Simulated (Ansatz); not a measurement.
The input, for Ansatz 0.2.0:

```yaml
crystal:
  periodic: [false, false, false]
  atoms:
    - {symbol: B, position_ang: [0.000000, -0.138799, 1.515922]}
    - {symbol: Al, position_ang: [0.000000, 0.096806, -0.547327]}
    - {symbol: H, position_ang: [0.000000, -1.102664, -1.608146]}
basis:
  gaussian: {orbitals: 6-31G}
magnetization: {spin_polarized: false, initial_magnetization: 1}
correlation: {method: fci, electrons: outside_noble_gas}
```

```sh
$ ansatz run in.yaml --threads 1 --pin off --events-out ev --progress --plain --max-ram 2393MiB
```

The program prints:

```
510 factors; integrals over basis functions are off by at most 1.5e-7 eV
mean field evaluation 1: about -7262.8171 eV, gradient 8.8e0 eV
mean field evaluation 2: about -7262.8200 eV, gradient 8.8e0 eV
mean field evaluation 4: about -7263.6611 eV, gradient 1.5e0 eV
mean field evaluation 8: about -7263.7048 eV, gradient 6.4e-2 eV
mean field evaluation 16: about -7263.7307 eV, gradient 2.6e-1 eV
mean field evaluation 32: about -7263.7055 eV, gradient 3.0e-1 eV
mean field evaluation 64: about -7262.5879 eV, gradient 6.4e-2 eV
mean field evaluation 96: about -7263.7050 eV, gradient 2.7e-3 eV
mean field evaluation 128: about -7263.4525 eV, gradient 6.5e0 eV
mean field -7263.99326060 eV, -266.9468286156 hartree, gradient 1.3e-6 eV, S^2 0.750000; 12 other end points of the search recorded, 0 dependent functions left out
mean field evaluation 160: about -7264.5419 eV, gradient 2.1e0 eV
determinant -7263.99326060 eV, -266.9468286156 hartree, with singles and doubles -7266.90424015 eV, -267.0538051410 hartree
determinant -7263.70495234 eV, -266.9362334825 hartree, with singles and doubles -7266.98626431 eV, -267.0568194733 hartree
determinant -7262.58016886 eV, -266.8948984521 hartree, with singles and doubles -7265.75168214 eV, -267.0114494154 hartree
determinant -7263.99326060 eV, -266.9468286156 hartree, with singles and doubles -7266.90382070 eV, -267.0537897266 hartree
determinant -7263.70495234 eV, -266.9362334825 hartree, with singles and doubles -7267.00365661 eV, -267.0574586285 hartree
unrestricted determinant -7264.94893930 eV, -266.9819491600 hartree, S^2 1.6629
6 core orbitals not correlated: weight in the atoms' cores, before any rotation towards them, 1.000 or more for the frozen orbitals, at most 0.000 for the correlated occupied ones
reference -7263.99326060 eV, -266.9468286156 hartree; 4, 3 occupied and 14, 15 virtual orbitals, 510 factors
state -7267.21241288 eV, -267.0651302799 hartree
6 core orbitals not correlated: weight in the atoms' cores, before any rotation towards them, 1.000 or more for the frozen orbitals, at most 0.000 for the correlated occupied ones
state -7267.21246742 eV, -267.0651322841 hartree
Total energy: -7267.21246742 eV, -267.0651322841 hartree
```

Natural occupations: 1.9608 1.9354 1.6829 0.9606 0.2708 0.0593 0.0577 0.0270 0.0198 0.0059 0.0049 0.0042 0.0039 0.0023 0.0017 0.0013 0.0011 0.0004.

Ran on 1 thread of AMD EPYC 7B13, shared host: 28 s wall, 0.27 GiB peak host memory.
